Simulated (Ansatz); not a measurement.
Reaction: CH5N (methanamine, SMILES NC) → CH4N (SMILES [NH]C, doublet) + H (doublet) (the H-N bond breaks)
Each species at its own B3LYP-D3(BJ)/def2-TZVP minimum (Ansatz, a quantum-chemistry and plane-wave program).

Wanted: bond dissociation energy (electronic), in kcal/mol. UHF or UKS for unpaired electrons; spin-orbit terms are left out. CBS(X,Y): correlation extrapolated as X^-3, Hartree-Fock from the larger set (Q,5: extrapolated as (X+1)exp(-9√X)). A bracket is a step between two methods taken in the basis named. Functionals run without relativity, which enters their misses. 'core' is core correlation in cc-pwCVTZ, 'X2C' scalar relativity in cc-pVTZ-DK, both at CCSD(T). Where a partner has so few electrons that a lower coupled-cluster level is exact, that level stands in.

CCSD(T)/CBS(cc-pVQZ,cc-pV5Z) + [CCSDT(Q) - CCSD(T)]/cc-pVDZ + core + X2C (Ansatz) gives 107.8 kcal/mol.

Problem. What does PBE/def2-TZVPD (Ansatz) give here, and how do the other levels compare?

Solution. PBE gives 103.0 kcal/mol, 4.8 kcal/mol below it. Differences of the others: B3LYP/def2-TZVPD (Ansatz) -4.1; wB97M-V/def2-TZVPD (Ansatz) -1.4; CCSD(T)/CBS(cc-pVQZ,cc-pV5Z) + core + X2C (Ansatz) 0.0 kcal/mol. Nearer than PBE: B3LYP/def2-TZVPD, wB97M-V/def2-TZVPD, CCSD(T)/CBS(cc-pVQZ,cc-pV5Z) + core + X2C.
